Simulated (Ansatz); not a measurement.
```yaml
crystal:
  periodic: [false, false, false]
  atoms:
    - {symbol: N, position_ang: [-1.734601, -0.420542, -0.004587]}
    - {symbol: S, position_ang: [-0.601988, 0.586141, 0.006444]}
    - {symbol: S, position_ang: [1.298622, -0.425753, -0.004695]}
    - {symbol: H, position_ang: [1.943035, 0.741672, 0.008108]}
basis:
  gaussian: {orbitals: def2-TZVP}
magnetization: {spin_polarized: true, initial_magnetization: 2}
hamiltonian: {xc: pbe0}
relax: {f_tol: 0.004, max_steps: 80}
```

```sh
$ ansatz run in.yaml --threads 1 --pin off --events-out ev --progress --plain --max-ram 2176MiB
```

Steps of the relaxation (energy above the last step; positions in Å, forces in eV/Å):

```
4
step 1, 124.8 meV
N    -1.735   -0.421   -0.005   -1.679   -1.782   -0.020
S    -0.602    0.586    0.006    1.999    1.835    0.020
S     1.299   -0.426   -0.005   -0.400   -0.346   -0.004
H     1.943    0.742    0.008    0.081    0.294    0.003
```

```
4
step 2, 56.7 meV
N    -1.681   -0.447   -0.005   -1.205   -1.209   -0.013
S    -0.588    0.637    0.007    1.386    1.027    0.011
S     1.265   -0.442   -0.005   -0.351    0.118    0.001
H     1.908    0.733    0.008    0.170    0.064    0.001
```

```
4
step 3, 14.2 meV
N    -1.641   -0.512   -0.006   -0.213    0.010    0.000
S    -0.612    0.706    0.008    0.355   -0.205   -0.002
S     1.191   -0.412   -0.005    0.068    0.398    0.004
H     1.967    0.700    0.008   -0.209   -0.202   -0.002
```

```
4
step 5, 0.5 meV
N    -1.687   -0.486   -0.005    0.013   -0.026    0.000
S    -0.583    0.665    0.007    0.047    0.032    0.000
S     1.225   -0.417   -0.005   -0.001    0.038    0.000
H     1.950    0.719    0.008   -0.059   -0.045    0.000
```

```
4
step 7, 0.0 meV
N    -1.678   -0.488   -0.005    0.000    0.000    0.000
S    -0.580    0.670    0.007    0.000    0.000    0.000
S     1.220   -0.417   -0.005    0.000    0.002    0.000
H     1.943    0.717    0.008    0.000   -0.001    0.000
```

Close pairs at the end: S3–H4 1.345 Å, N1–S2 1.596 Å, S2–S3 2.103 Å.

A stationary point of unrestricted PBE0 after 7 steps, with ⟨S²⟩ = 2.017 against 2.00 for a pure state; no frequencies were run, so it isn't proven a minimum. 41 s on 1 thread of Arm Neoverse V1, shared host.
